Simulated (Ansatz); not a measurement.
A nudged elastic band was laid between two geometries of CH$_{5}$BMg (8 atoms, charge 0, multiplicity 1).

The calculation used RKS PBE-D4/def2-mTZVP (Ansatz 0.2.0).

* movable images: 9
* climbing image: yes
* spring: 5.0 eV/Å²
* optimiser: quadratic models (default)
* start path: through a guess of the saddle point
* force threshold: 0.05 eV/Å
* iteration limit: 38
* end points: relaxed

Initial state:

```xyz
8
Properties=species:S:1:pos:R:3
C -0.297 0.957 -0.779
B 0.288 0.250 0.487
Mg 0.408 -2.022 0.896
H -1.317 1.268 -0.454
H 0.202 1.907 -1.043
H -0.437 0.356 -1.688
H 0.649 1.014 1.358
H 0.505 -3.730 1.222
```

Final state:

```xyz
8
Properties=species:S:1:pos:R:3
C -0.244 0.583 -0.666
B 0.528 -0.224 0.447
Mg -1.039 -1.960 1.420
H -1.099 1.179 -0.315
H 0.492 1.324 -1.052
H -0.556 0.000 -1.545
H 0.646 0.228 1.565
H 1.272 -1.130 0.146
```

(1) What changes between the two ends?

(2) What energy profile does the band end with?

(3) What is the geometry of the highest image?

Results:

(1) Bonds broken: Mg3–H8. Bonds formed: B2–H8.

(2) The forces met the threshold. The highest image is number 5 of 0 to 10, 1.24 eV above the first end and 2.43 eV above the last; the last end lies 1.20 eV below the first. Neighbouring images differ by up to 1.4 eV, so the band resolves the path poorly. A vibrational analysis at the climbing image gives 2 clearly imaginary modes (696i, 113i cm⁻¹): a point of higher order, so a lower path passes nearby. The orbitals stay closed-shell, which can raise the energy where a bond breaks towards radicals; this wasn't checked here.

```tsv
image	path coordinate (Å)	energy (eV)	Mg3–H8 (Å)	B2–H8 (Å)
0	0.00	0.00	1.74	4.05
1	0.59	0.07	1.73	3.98
2	1.18	0.30	1.72	3.75
3	1.77	0.61	1.73	3.39
4	2.36	0.96	1.76	2.94
5	2.95	1.24	1.84	2.36
6	3.37	0.73	1.95	1.84
7	3.80	-0.67	2.12	1.35
8	4.23	-1.11	2.49	1.22
9	4.66	-1.18	2.73	1.21
10	5.08	-1.20	2.77	1.21
```

(3) 
```xyz
8
Properties=species:S:1:pos:R:3
C -0.347 0.749 -0.662
B 0.024 0.099 0.715
Mg -0.463 -1.942 1.337
H -1.423 0.937 -0.792
H 0.187 1.707 -0.799
H -0.031 0.104 -1.498
H 0.992 0.323 1.397
H 1.061 -1.978 0.303
```

Time of the run: 5.6 min on 1 thread of Intel(R) Xeon(R) Platinum 8175M CPU @ 2.50GHz (Skylake/Cascade Lake) (shared host), peak memory 0.15 GiB.
